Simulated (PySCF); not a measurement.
# C4H7ClO: the cost of one run

The runs use PySCF 2.14.0, with density-fitted response routines of our own; the level of theory stands in each step. All values are computed, except where a source is named. Atoms are numbered from 0 throughout.

## 1. The starting structure

13 atoms, charge 0, multiplicity 1; geometry from: GFN2-xTB. The atoms were then displaced at random by about 0.01 Å, so the start is not that level's minimum.

Bonds of the start (Å): C0–C1 1.56, C1–C2 1.54, C1–C3 1.52, C3–O4 1.19, C3–Cl5 1.75, C0–H6 1.07, C0–H7 1.08, C0–H8 1.08, C1–H9 1.11, C2–H10 1.09, C2–H11 1.08, C2–H12 1.09.

## 2. Geometry optimisation at PBE0-D3(BJ)/def2-TZVP

Job settings and geometry (Å):

```
{"job": {"xc": "PBE0", "basis": "def2-TZVP", "d3": "d3bj", "grid": 2, "shake": 0.01, "kind": "geom"}, "charge": 0, "multiplicity": 1}
C      0.899590    -1.017010    -0.361250
C     -0.011850    -0.005760     0.399440
C     -1.476560    -0.073680    -0.078840
C      0.567580     1.383020     0.182780
O      0.088570     2.249970    -0.483800
Cl     2.060430     1.639680     1.054560
H      0.519310    -2.004280    -0.214120
H      1.922390    -0.933440    -0.021600
H      0.855790    -0.763820    -1.410520
H      0.052550    -0.233960     1.479540
H     -2.079980     0.635890     0.485630
H     -1.844110    -1.070660     0.096190
H     -1.547870     0.177170    -1.138340
```

Launch:

```console
> OMP_NUM_THREADS=1 python probes_run.py task.json out
```

This one command runs all jobs of the session in turn.

Q: Estimate the wall time and peak memory of this first job on 1 thread of Arm Neoverse V1, shared host.

About 3.7 min, with a peak of 1.1 GiB.
